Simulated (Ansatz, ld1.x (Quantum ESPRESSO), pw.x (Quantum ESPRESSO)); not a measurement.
## From atom to crystal: RRKJ potential for nickel (Ni)

Ni, norm-conserving RRKJ (Kleinman–Bylander form), made with ld1.x (Quantum ESPRESSO) 7.5 (PBEsol, scalar-relativistic). Core [Ar], reference 3d8 4s2 4p0. Waves: 4p (bound, empty): rc 2.10 bohr; 3d (bound): rc 1.70 bohr; 4s (bound): rc 1.75 bohr. Local part: the s channel. Core correction: none. rho0 = 0.01.

Crystal test: diamond Ni in pw.x 7.5, no spin, 9³ k-points, Fermi–Dirac smearing 0.01 Ry, cutoffs 120/480 Ry. The reference is all-electron LAPW (Ansatz 0.2.0) with the same functional, mesh and smearing; V0 and B0 come from Birch–Murnaghan fits to the pressures at five volumes. Errors are pseudo minus all-electron; Δ is the rms difference of the E(V) curves that follow from these fits, minima aligned, over ±6 % about the mean V0. Mesh and smearing are coarse, so the numbers serve the comparison and aren't converged zero-temperature values; the lattice is a test structure that the element need not adopt. Spin polarisation and strong correlation are left out, which matters for this element.

```
V (Å³/atom)  P all-electron (GPa)  P pseudo (GPa)
     14.907                  6.23           14.15
     15.300                  2.91           10.10
     15.692                  0.03            6.58
     16.084                 -2.46            3.50
     16.477                 -4.62            0.82
```

All-electron: a0 = 5.008 Å (V0 = 15.70 Å³/atom), B0 = 106.8 GPa.

Pseudopotential: mean pressure error (GPa): +6.61. The pressure does not cross zero within the volumes sampled, so no fit is given. This is a poor potential for the solid.

Question: At the middle volume, how do free energy and pressure move when the wave cutoff is lowered (ecutrho kept at four times it)?

Answer:

```tsv
cutoff (Ry)	shift of F (meV/atom)	shift of P (GPa)
54	+830.5	-89.81
72	+98.2	-2.08
96	+6.9	+0.23
```

Input at the middle volume:

```
&control
  calculation='scf', prefix='x', pseudo_dir='./', outdir='./tmp', tstress=.true., disk_io='none'
/
&system
  ibrav=0, nat=2, ntyp=1, ecutwfc=120, ecutrho=480, nbnd=18,
  occupations='smearing', smearing='fd', degauss=0.01
/
&electrons
  conv_thr=1e-09, mixing_beta=0.4, electron_maxstep=70
/
ATOMIC_SPECIES
Ni 1.0 Ni.UPF
CELL_PARAMETERS angstrom
  0.00000000 2.50356824 2.50356824
  2.50356824 0.00000000 2.50356824
  2.50356824 2.50356824 0.00000000
ATOMIC_POSITIONS crystal
Ni 0.0000 0.0000 0.0000
Ni 0.2500 0.2500 0.2500
K_POINTS automatic
9 9 9 0 0 0
```

```bash
pw.x < Ni.scf.in > Ni.scf.out
```

Lines of the output:

```
Message from routine setup:
     using ibrav=0 with symmetry is DISCOURAGED, use correct ibrav instead
     lattice parameter (alat)  =       6.6907  a.u.
     unit-cell volume          =     211.7897 (a.u.)^3
     number of electrons       =        20.00
     number of Kohn-Sham states=           18
     kinetic-energy cutoff     =     120.0000  Ry
     charge density cutoff     =     480.0000  Ry
     scf convergence threshold =      1.0E-09
     Exchange-correlation= PBESOL
     number of k points=    35  Fermi-Dirac smearing, width (Ry)=  0.0100
     iteration #  1     ecut=   120.00 Ry     beta= 0.40
     total energy              =    -140.18780034 Ry
     estimated scf accuracy    <       0.24400215 Ry
     iteration #  2     ecut=   120.00 Ry     beta= 0.40
     total energy              =    -140.25158333 Ry
     estimated scf accuracy    <       0.06930200 Ry
     iteration #  3     ecut=   120.00 Ry     beta= 0.40
     total energy              =    -140.26163529 Ry
     estimated scf accuracy    <       0.00199734 Ry
     iteration #  4     ecut=   120.00 Ry     beta= 0.40
     total energy              =    -140.26180808 Ry
     estimated scf accuracy    <       0.00004838 Ry
     iteration #  5     ecut=   120.00 Ry     beta= 0.40
     total energy              =    -140.26181276 Ry
     estimated scf accuracy    <       0.00000663 Ry
     iteration #  6     ecut=   120.00 Ry     beta= 0.40
     total energy              =    -140.26181386 Ry
     estimated scf accuracy    <       0.00000307 Ry
     iteration #  7     ecut=   120.00 Ry     beta= 0.40
     total energy              =    -140.26181423 Ry
     estimated scf accuracy    <       0.00000003 Ry
     iteration #  8     ecut=   120.00 Ry     beta= 0.40
     the Fermi energy is     8.6627 ev
!    total energy              =    -140.26181424 Ry
     estimated scf accuracy    <          9.3E-10 Ry
     smearing contrib. (-TS)   =      -0.02355715 Ry
     The total energy is F=E-TS. E is the sum of the following terms:
     one-electron contribution =     -45.49924682 Ry
     hartree contribution      =      43.45287543 Ry
     xc contribution           =     -24.33156749 Ry
     ewald contribution        =    -113.86031821 Ry
     convergence has been achieved in   8 iterations
          total   stress  (Ry/bohr**3)                   (kbar)     P=       65.77
     Message from routine punch:
     Nothing written, as per user request (disk_io='none')
```

The run at the middle volume (35 k-points, 8 iterations) took about 27 s on one core of a shared host (Neoverse-V2, 32 threads, 247 GiB, load 13).
